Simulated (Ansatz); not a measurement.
# CH2B+: single points off equilibrium

The atoms stand at a structure displaced at random from a GFN2-xTB minimum. How far do the functionals agree with CCSD(T) there?

The runs use Ansatz 0.2.0, Gaussian basis; single points in def2-TZVPP.

Correlated methods freeze the cores.

## (1) The system as given

SMILES `B=[CH+]`, 4 atoms, charge 1, spin multiplicity 1.

Atoms are counted from 1 here; the program's logs count them from 0.

Bond lengths: B1–C2 1.218 Å, B1–H3 1.420 Å, C2–H4 1.235 Å. Angles: C2–B1–H3 122.9°, B1–C2–H4 156.9°.

Coordinates:

```xyz
4
charge 1, multiplicity 1
B     0.7566   -0.2801    0.1382
C     0.0641    0.6032   -0.3360
H     0.2252   -1.3395    0.9207
H    -0.9696    1.2451   -0.5500
```

## (2) CCSD(T)/def2-TZVPP

run/in.yaml

```yaml
crystal:
  periodic: [false, false, false]
  atoms:
    - {symbol: B, position_ang: [0.756600, -0.280100, 0.138200]}
    - {symbol: C, position_ang: [0.064100, 0.603200, -0.336000]}
    - {symbol: H, position_ang: [0.225200, -1.339500, 0.920700]}
    - {symbol: H, position_ang: [-0.969600, 1.245100, -0.550000]}
basis:
  gaussian: {orbitals: def2-TZVPP}
total_charge: 1
correlation: {method: ccsd_t}
output: {forces: true}
```

The command line of these runs was not kept.

## (3) PBE0-D4/def2-TZVPP

Edit run/in.yaml of step 2 so:

```diff
@@ -10,3 +10,3 @@
 total_charge: 1
-correlation: {method: ccsd_t}
-output: {forces: true}
+hamiltonian: {xc: pbe0, dispersion: d4}
+output: {forces: true, orbitals: {seedname: orbitals}}
```

## (4) wB97M-V/def2-TZVPP

Edit run/in.yaml of step 3 so:

```diff
@@ -10,3 +10,3 @@
 total_charge: 1
-hamiltonian: {xc: pbe0, dispersion: d4}
-output: {forces: true, orbitals: {seedname: orbitals}}
+hamiltonian: {xc: {name: wB97M-V}}
+output: {forces: true}
```

## (5) r2SCAN-D4/def2-TZVPP

Edit run/in.yaml of step 4 so:

```diff
@@ -10,3 +10,3 @@
 total_charge: 1
-hamiltonian: {xc: {name: wB97M-V}}
+hamiltonian: {xc: r2scan, dispersion: d4}
 output: {forces: true}
```

## (6) PBE-D4/def2-TZVPP

Edit run/in.yaml of step 5 so:

```diff
@@ -10,3 +10,3 @@
 total_charge: 1
-hamiltonian: {xc: r2scan, dispersion: d4}
+hamiltonian: {xc: pbe, dispersion: d4}
 output: {forces: true}
```

## (7) wB97X-V/def2-TZVPP

Edit run/in.yaml of step 6 so:

```diff
@@ -10,3 +10,3 @@
 total_charge: 1
-hamiltonian: {xc: pbe, dispersion: d4}
+hamiltonian: {xc: {name: wB97X-V}}
 output: {forces: true}
```

## (8) revPBE-D4/def2-TZVPP

Edit run/in.yaml of step 7 so:

```diff
@@ -10,3 +10,3 @@
 total_charge: 1
-hamiltonian: {xc: {name: wB97X-V}}
+hamiltonian: {xc: {name: revPBE}, dispersion: d4}
 output: {forces: true}
```

(Steps that only read results are left out.)

Before running it: what results should come out? Wanted: energy less free atoms, CCSD(T)/def2-TZVPP; RMS force component; RMS force error; HOMO and LUMO, PBE0-D4; T1 diagnostic.

As calculated:

| quantity | value |
| --- | --- |
| energy less free atoms, CCSD(T)/def2-TZVPP | -5.8 kcal/mol |
| RMS force component | 6.585 to 7.088 eV/Å over the methods |
| RMS force error | PBE0-D4 0.392, wB97M-V 0.321, r2SCAN-D4 0.411, PBE-D4 0.536, wB97X-V 0.188, revPBE-D4 0.453 eV/Å |
| HOMO and LUMO, PBE0-D4 | -16.02 and -13.41 eV |
| T1 diagnostic | 0.029 |

Against CCSD(T) the functionals' energies less atoms differ by -22.4 to -11.0 kcal/mol, PBE-D4 by -22.4 kcal/mol. CCSD(T) in triple zeta still lacks some correlation energy of the bonds, so part of these gaps is its own basis error and they don't rank the functionals. The forces of wB97X-V come nearest to CCSD(T), those of PBE-D4 are farthest. Frozen-core CCSD(T) forces in triple zeta carry basis errors of their own, and this is one geometry, so small gaps rank nothing. The T1 diagnostic is large here, over the usual mark for main-group molecules (transition-metal compounds often pass it harmlessly), so CCSD(T) itself may be off. The restricted Hartree–Fock reference is unstable towards an unrestricted one at one or more of these structures.
